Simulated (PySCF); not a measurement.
**Towards the basis-set limit for AlF**

State: ¹Σ⁺, singlet, closed shell. De refers to Al + F. RHF-based CCSD(T) in PySCF 2.14 with Al cc-pV(T+d)Z, F cc-pVTZ and Al cc-pV(Q+d)Z, F cc-pVQZ (frozen core orbitals: 6; no relativity). Correlation energies are extrapolated as n⁻³ (n = 3, 4), Hartree–Fock as (n+1)·exp(−9√n). CV is the change on freezing 1 orbitals instead, in Al cc-pwCVTZ, F cc-pwCVTZ. SR is the spin-free X2C energy in Al cc-pVTZ-DK, F cc-pVTZ-DK less the non-relativistic one in Al cc-pVTZ, F cc-pVTZ.

| Level | Re (Å) | ωe (cm⁻¹) | ωexe (cm⁻¹) | αe (cm⁻¹) | De (eV) |
| --- | --- | --- | --- | --- | --- |
| CCSD(T)/TZ | 1.6642 | 796.1 | 4.30 | 0.00477 | 6.799 |
| CCSD(T)/QZ | 1.6630 | 804.1 | 4.60 | 0.00475 | 6.996 |
| HF/CBS | 1.6395 | 845.0 | 5.01 | 0.00486 | 5.213 |
| MP2/CBS | 1.6690 | 791.4 | 4.61 | 0.00478 | 7.445 |
| CCSD/CBS | 1.6590 | 812.4 | 4.68 | 0.00475 | 6.942 |
| CCSD(T)/CBS | 1.6641 | 801.7 | 4.65 | 0.00476 | 7.092 |
| CCSD(T)/CBS+CV | 1.6594 | 802.7 | 4.67 | 0.00482 | 7.103 |
| CCSD(T)/CBS+CV+SR | 1.6592 | 801.5 | 4.67 | 0.00482 | 7.091 |

Q: How much is left between CCSD(T)/QZ and the basis-set limit, and how much do the triples give at the limit?

A: CCSD(T)/CBS less CCSD(T)/QZ: +1.1 mÅ in Re, -2.4 cm⁻¹ in ωe and +0.096 eV in De. CCSD(T)/CBS less CCSD/CBS: +5.1 mÅ in Re, -10.7 cm⁻¹ in ωe and +0.150 eV in De.

Q: What do the later terms add?

A: CV: -4.7 mÅ in Re, +1.0 cm⁻¹ in ωe and +0.011 eV in De; SR: -0.2 mÅ in Re, -1.2 cm⁻¹ in ωe and -0.012 eV in De, each against the row above.

The T1 diagnostic is 0.015. The open-shell atoms are computed with UHF. Spin–orbit coupling, excitations beyond (T) and corrections to the Born–Oppenheimer picture are left out.

The whole job (state search and all basis sets along the bond) took about 4 min on 4 threads of Arm Neoverse V2 (shared host), peak memory 2.9 GiB.
